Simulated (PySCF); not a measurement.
# Heteronuclear NMR

Atom-mapped SMILES (the numbers label the heavy atoms): `[cH:1]1[cH:2][cH:3][nH:4][cH:5]1` (H(Xn): hydrogen on atom n).

Theory: couplings computed with B3LYP/pcJ-1 (spin–dipole term only in couplings to heteroatoms), PBE0/pcSseg-1 with gauge-including orbitals, geometry: PBE0-D3(BJ)/def2-SVP, in PySCF (rapidly exchanging positions averaged, in vacuum, non-relativistic, a single conformation).

Question: Predict the ¹⁵N NMR data.

Answer: 
```json
{"atoms": "N4", "environment": "pyrrole-type ring nitrogen", "σ (ppm)": "94.6", "δ (ppm)": "-237.1"}
```

Shieldings were converted by a linear fit to measured shifts: ¹⁵N (scatter 7.2 ppm rms vs CH3NO2, solution or neat liquid). A few per cent of atoms miss by over 2 rms, more outside the fitted compound classes. Couplings are scaled by factors fitted to measured values: ³J(H,H) × 0.91 (rms 0.4 Hz, 0.5 with 2 outliers); all others are unscaled and can be 10–30 % off.

Couplings (the largest are listed; each averaged over equivalent pairs): ¹J(C3,N4) = -15.7 Hz, ²J(C1,N4) = -5.0 Hz, ²J(N4,H(C3)) = -4.9 Hz, ³J(N4,H(C1)) = -5.9 Hz. Signs are for ¹⁵N, whose magnetogyric ratio is negative.

On a 600 MHz spectrometer ¹⁵N resonates near 60.8 MHz, so 1 ppm is 60.8 Hz.
